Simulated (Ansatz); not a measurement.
# CCl4: the cost of one run

Computed with Ansatz 0.2.0, Gaussian basis. Level: cc-pV(Q+d)Z, core rule «outside noble gas», up to 21 orbitals frozen.

The runs, in order: UHF; CCSD(T) on RHF; BCCD(T) on RHF; CISD.

17 further runs of the same task are left out: 17 set aside as unsound or not needed.

## 1. The system

The geometry is an MP2(full)/6-31G* stationary point (not a proven minimum).

5 atoms, charge 0, spin multiplicity 1.

Atoms are counted from 1 here; the program's logs count them from 0.

Bond lengths: C1–Cl2 1.769 Å, C1–Cl3 1.769 Å, C1–Cl4 1.769 Å, C1–Cl5 1.769 Å. Angles: Cl2–C1–Cl3 109.5°, Cl2–C1–Cl4 109.5°, Cl2–C1–Cl5 109.5°, Cl3–C1–Cl4 109.5°, Cl3–C1–Cl5 109.5°, Cl4–C1–Cl5 109.5°.

## 2. UHF

The input, in.yaml:

```yaml
crystal:
  periodic: [false, false, false]
  atoms:
    - {symbol: C, position_ang: [0.000000, 0.000000, 0.000000]}
    - {symbol: Cl, position_ang: [1.021340, 1.021340, 1.021340]}
    - {symbol: Cl, position_ang: [-1.021340, -1.021340, 1.021340]}
    - {symbol: Cl, position_ang: [-1.021340, 1.021340, -1.021340]}
    - {symbol: Cl, position_ang: [1.021340, -1.021340, -1.021340]}
basis:
  gaussian: {orbitals: "cc-pV(Q+d)Z.json"}
magnetization: {spin_polarized: true, initial_magnetization: 0}
hamiltonian: {xc: hf}
output: {orbitals: {seedname: orbitals}}
```

Started as:

```console
$ ansatz run in.yaml --threads 1 --pin off --events-out ev --progress --plain --max-ram 3956MiB --backend cpu
```

**Question.** How long does this run take on 1 thread of AMD EPYC 7R13, shared host, and how much memory does it need?

About 41 s, with a peak of 1.3 GiB.
